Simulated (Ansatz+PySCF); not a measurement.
Values are calculated unless marked as measured or tabulated.
## Several solutions for singlet N₂O

```tsv
atom	x (Å)	y (Å)	z (Å)
N	0.0436	-0.0227	-1.2037
N	-0.0394	0.0049	-0.0379
O	-0.0400	0.0017	1.0748
```

Basis set: def2-SVP (spherical functions). Charge 0, multiplicity 1.

UHF was run from several starts with Ansatz (development build ahead of 0.2.0) and PySCF 2.14.0.

```csv
run,program,start,converged,energy (hartree),<S²>
A,PySCF,"guess huckel, instabilities followed",yes,-183.51419,0.26
B,PySCF,program defaults,yes,-183.51269,0.00
C,PySCF,"guess minao, instabilities followed",yes,-183.51419,0.26
D,Ansatz,"atomic start, no search",yes,-183.51269,0.00
E,PySCF,"guess atom, instabilities followed",yes,-183.51419,0.26
F,Ansatz,search for the lowest state,yes,-183.51418,0.26
G,PySCF,"guess 1e, instabilities followed",yes,-183.51419,0.26
H,Ansatz,stability test followed,yes,-183.51418,0.26
```

(1) Which runs reached the lowest solution of this kind, and what is wrong with the others?

## Answers

(1) A, C, E, F, G, H reached the lowest solution found. Converged but too high: B by 0.04 eV, D by 0.04 eV. Convergence only shows a stationary point, and even a stable one can lie too high; stability tests and further starts are what find lower ones. Caution: the unrestricted determinant is spin contaminated.
